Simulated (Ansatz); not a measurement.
1T (CdI2-type) CdI₂, treated with HSE06-D3(BJ) (Ansatz, a program for electronic structure, plane waves, PAW).

Run with plane-wave cutoff 520 eV, 6×6×4 k mesh (along the axes of the cell as run), scalar-relativistic PAW data made under PBE.

Cell (relaxed at this level):

```xyz
3
Lattice="4.2014 0.0000 0.0000 -2.1007 3.6385 0.0000 0.0000 0.0000 6.6966" Properties=species:S:1:pos:R:3 pbc="T T T"
Cd     0.0000     0.0000     0.0000
I      0.0000     2.4257     1.7119
I      2.1007     1.2128     4.9846
```

Problem. Estimate the Voigt–Reuss–Hill bulk modulus, elastic constant C12, Poisson ratio, elastic constant C44, elastic constant C13, elastic constant C11, elastic constant C33 and elastic constant C66 that the calculation returns.

Solution. 
Voigt–Reuss–Hill bulk modulus: 21.8 GPa
elastic constant C12: 17.9 GPa
Poisson ratio: 0.289
elastic constant C44: 7.35 GPa
elastic constant C13: 11.4 GPa
elastic constant C11: 48.0 GPa
elastic constant C33: 28.2 GPa
elastic constant C66: 15.1 GPa

Note: the dispersion coefficients are held fixed in the derivatives.

Elastic constants are with the ions relaxed.

Spin–orbit coupling is not included.

Computed values are for the static lattice.
